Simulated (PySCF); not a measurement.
# Highest orbital energy against ionisation energy along group 16

Calculated with PySCF 2.14, no spin-orbit coupling. Each cell gives −ε(HOMO) / ΔSCF in eV; NIST values include spin-orbit coupling, (s) semi-empirical, (t) theoretical.

```
                            species              UHF             LDA             PBE            PBE0          r2SCAN  NIST (lowest levels)
  O (aug-cc-pVQZ-DK, spin-free X2C)  14.188 / 12.015  7.442 / 13.994  7.594 / 14.055  9.478 / 13.840  7.915 / 13.707                13.618
  S (aug-cc-pVQZ-DK, spin-free X2C)   10.309 / 9.221  6.155 / 10.551  6.146 / 10.415  7.407 / 10.389  6.405 / 10.362                10.360
 Se (aug-cc-pVQZ-DK, spin-free X2C)    9.455 / 8.543   5.807 / 9.886   5.707 / 9.635   6.860 / 9.621   5.987 / 9.673                 9.752
Te (aug-cc-pVQZ-DK3, spin-free X2C)    8.493 / 7.731   5.407 / 9.009   5.273 / 8.733   6.289 / 8.732   5.506 / 8.745                 9.010
```

Problem. How far is −ε(HOMO) from ΔSCF on average for each method, and why?

Solution. UHF 1.23 eV; LDA -4.66 eV; PBE -4.53 eV; PBE0 -3.14 eV; r2SCAN -4.17 eV. Hartree-Fock orbital energies lack relaxation and so exceed the ΔSCF value; semilocal functionals have convex E(N) from self-interaction, so their HOMO lies far too high; exact exchange moves hybrids part of the way back.
